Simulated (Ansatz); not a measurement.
Consider a ladder of basis sets of C2H5S, SMILES [CH2]SC (Ansatz's Python interface).

The script reads `c2h5s.xyz`:
```text
8

C    -0.73450    1.08570   -0.65510
S     0.85200    0.62550   -0.50110
C     0.61170   -0.86610    0.47910
H    -1.52230    0.57980   -0.22600
H    -1.00630    2.02230   -1.24690
H     0.17400   -0.61240    1.44950
H     1.65020   -1.31150    0.69140
H     0.06720   -1.58040   -0.04660
```

`basis.py`:
```python
"""Basis-set convergence for C2H5S."""

import ansatz

geometry = ansatz.Crystal.molecule_from_extxyz("c2h5s.xyz")

calculation = geometry.calculation()
calculation = calculation.correlation("MP2")
calculation = calculation.spin("collinear", total=1)

energies = {}
for basis in ["cc-pVDZ", "cc-pVTZ"]:
    rep = calculation.basis(gaussian=basis).run(threads=1).report
    size = rep["n_frozen"] + rep["n_occupied"][0] + rep["n_virtual"][0]
    energies[basis] = (rep["reference_energy_ev"] / 27.211386246, rep["free_energy_ev"] / 27.211386246)
    print(f"{basis:14s} {size:4d} orbitals  reference {energies[basis][0]:14.6f} Ha  total {energies[basis][1]:14.6f} Ha")

# two-point extrapolation: the basis-set error of the correlation energy falls as X^-3
small, large = (energies[b][1] - energies[b][0] for b in ("cc-pVDZ", "cc-pVTZ"))
limit = (3 ** 3 * large - 2 ** 3 * small) / (3 ** 3 - 2 ** 3)
print(f"correlation energy: {small:.6f} and {large:.6f} Ha, extrapolated {limit:.6f} Ha")
print(f"share caught by the larger set: {100 * large / limit:.1f} %")
```

How far does the total energy move along this ladder of basis sets?

Against cc-pVDZ: cc-pVTZ -149.2 mHa. The last step alone is -149.20 mHa. From the first set to the last the time grows from 0.6 to 3.0 s.

The run itself:

Running `python basis.py` prints:
```text
cc-pVDZ          71 orbitals  reference    -476.119549 Ha  total    -476.520953 Ha
cc-pVTZ         164 orbitals  reference    -476.164373 Ha  total    -476.670148 Ha
correlation energy: -0.401403 and -0.505776 Ha, extrapolated -0.549722 Ha
share caught by the larger set: 92.0 %
```

What to keep in mind:
- The drop along the ladder measures the basis error, and is no property of the molecule.
- The geometry is a force-field or estimated start, not a minimum of this method, and the last set is no limit. Much of the fall in a total is atomic energy, which cancels in bond and reaction energies.
- The species is open-shell (spin multiplicity 2).
- Inner cores stay frozen, so this is valence correlation.
- For Al to Cl the sets with a tight d function, cc-pV(X+d)Z, are usual.
- An extrapolation from small basis sets is rough.
- Wall time of the script: 4 s on 1 thread of Arm Neoverse V2, on a shared host, peak memory 0.36 GiB.
